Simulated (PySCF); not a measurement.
Name the molecule from its bond curve

A diatomic of charge 0 contains O. Its triplet curve at UHF-SCS-MP2 in a triple-zeta basis (no relativity, PySCF), in eV from the separated fragments:

R (Å), E (eV) and a bar:
```
    1.641     -1.129 ######################
    1.717     -1.563 ##########
    1.794     -1.801 ###
    1.851     -1.884 #
    1.908     -1.906 
    1.965     -1.880 #
    2.042     -1.789 ###
    2.137     -1.614 ########
    2.251     -1.343 ################
    2.404     -0.829 ##############################
```

The fit gives ωe = 649 cm⁻¹ and the rotational constant Bₑ = 0.4852 cm⁻¹.

Question: Which atom is the partner?

Answer: The minimum lies at 1.903 Å, so the reduced mass is 16.8576 u Å² cm⁻¹/(Bₑ·Re²) = 9.594 u. With O at 15.99 u the partner weighs about 24.0 u: Mg. The molecule is MgO.

Correlated steps freeze 2 core orbitals. The state was picked by a PBE0 search and need not be the measured ground state.
